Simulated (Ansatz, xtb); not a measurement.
# C3H5−: where a starting geometry ends

The starting geometry of this gas-phase singlet has its atoms placed at random.

```xyz
8

C     0.1067   -0.2872    0.5072
C    -0.2081    0.6856   -1.3236
C     2.0061   -0.9371   -0.9529
H    -0.9920    0.5141    1.1286
H    -1.1416    0.4680   -1.4699
H     0.9144    0.1055    1.7592
H     0.8330   -1.2533   -0.2978
H    -0.1418   -1.2534    0.6855
```

Task: Guess where an optimisation with r2SCAN-D4/def2-SVPD ends from this start.

Result: It ends as `[H]/[C-]=C\C`. Distances that change by over a tenth: C2–H5 (0.97 → 1.12 Å). Contacts that close: C1–C2 (2.10 → 1.52 Å), C1–H4 (1.50 → 1.11 Å), C1–H6 (1.54 → 1.10 Å), C2–C3 (2.77 → 1.35 Å), C3–H7 (1.38 → 1.13 Å).

The energy falls by 13.98 eV over 16 steps:

```csv
step,E − E(last) (eV)
1,13.981
3,7.420
4,5.620
6,2.105
8,0.417
9,0.168
11,0.051
13,0.008
14,0.000
16,0.000
```

Final geometry (Å):

```xyz
8

C    -0.2301   -0.1582    0.7244
C     0.0944   -0.1829   -0.7630
C     1.2581   -0.5062   -1.3762
H    -0.5520    0.8459    1.0798
H    -0.7903    0.1157   -1.3735
H     0.6558   -0.4519    1.3142
H     1.9997   -0.7712   -0.5662
H    -1.0589   -0.8488    0.9971
```

From the same start GFN2-xTB reaches the same bonding as this run.

From so rough a start the end depends on the optimiser's path, so another program may land elsewhere. The end wasn't checked by frequencies. Run with Ansatz 0.2.0, 18 s on 2 threads of Arm Neoverse V2, with other jobs on the host.
